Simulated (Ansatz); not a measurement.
Anatase TiO₂ (metastable phase): LDA at its full settings (plane-wave cutoff 520 eV, 12×12×12 k mesh, Fermi–Dirac smearing 0.01 eV, no spin polarisation, scalar-relativistic PAW data made under PBE) and at cheaper ones, in a cell of 6 atoms with Γ-centred meshes.

```json
[
 {"level and setting": "LDA (Ansatz)", "lattice parameter a (Å)": "3.740", "lattice parameter c (Å)": "9.455", "bulk modulus (GPa)": "191"},
 {"level and setting": "LDA (Γ point alone) (Ansatz)", "lattice parameter a (Å)": "3.084", "lattice parameter c (Å)": "19.015", "bulk modulus (GPa)": "13.8"},
 {"level and setting": "LDA (2×2×2 k mesh) (Ansatz)", "lattice parameter a (Å)": "3.618", "lattice parameter c (Å)": "10.154", "bulk modulus (GPa)": "226"},
 {"level and setting": "LDA (4×4×4 k mesh) (Ansatz)", "lattice parameter a (Å)": "3.740", "lattice parameter c (Å)": "9.448", "bulk modulus (GPa)": "190"}
]
```

Largest shifts from the full settings: lattice constant a -17.5 % (LDA (Γ point alone)), against a difference of -1.16 % of the full result from the reference 3.784 Å (measured, room temperature, not corrected to a static lattice; as tabulated in Horn, Schwerdtfeger, Meagher, Refinement of the structure of anatase at several …); lattice parameter c +101 % (LDA (Γ point alone)), against a difference of -0.62 % of the full result from the reference 9.514 Å (measured, room temperature, not corrected to a static lattice; as tabulated in Horn, Schwerdtfeger, Meagher, Refinement of the structure of anatase at several …); bulk modulus -93 % (LDA (Γ point alone)).

The full settings aren't shown to be converged themselves.

Ansatz's density-functional and Hartree–Fock values are scalar-relativistic unless marked +SOC, with PAW data made under PBE.

Run with cheap settings on purpose, which may leave them unconverged: LDA (2×2×2 k mesh), LDA (4×4×4 k mesh), LDA (Γ point alone).

Ansatz is a quantum-chemistry and plane-wave program.
